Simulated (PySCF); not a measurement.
chloromethane cation (CH3Cl), SMILES CCl (connectivity only; charge and spin as stated), charge +1, multiplicity 2. Atoms are numbered in the order given.

```xyz
5

C     -1.0860    -0.0307     0.0000
Cl     0.6370    -0.0009     0.0000
H     -1.4693    -0.4356     0.9506
H     -1.3739     1.0701     0.0000
H     -1.4693    -0.4356    -0.9506
```
Charge +1, spin multiplicity 2.

The structure is a stationary point at PBE-D3(BJ)/def2-TZVP. A frequency run showed that this geometry is not a minimum. The multiplicity is an assumed one; other spin states were not compared.

These are M06-2X/def2-TZVPD (PySCF) values and carry that method's errors.

Mulliken values depend strongly on the basis, most of all with diffuse functions as here. ESP charges are fitted to the potential on shells at 1.4 to 2.0 van der Waals radii. Atomic charges (e):

```json
[
 {"atom": "C1", "meta-Löwdin": "-0.29", "Mulliken": "-0.43", "ESP fit": "-0.42", "Mulliken spin": "-0.02"},
 {"atom": "Cl2", "meta-Löwdin": "0.61", "Mulliken": "0.41", "ESP fit": "0.57", "Mulliken spin": "0.82"},
 {"atom": "H3", "meta-Löwdin": "0.21", "Mulliken": "0.33", "ESP fit": "0.28", "Mulliken spin": "0.03"},
 {"atom": "H4", "meta-Löwdin": "0.25", "Mulliken": "0.35", "ESP fit": "0.29", "Mulliken spin": "0.14"},
 {"atom": "H5", "meta-Löwdin": "0.21", "Mulliken": "0.33", "ESP fit": "0.28", "Mulliken spin": "0.03"}
]
```
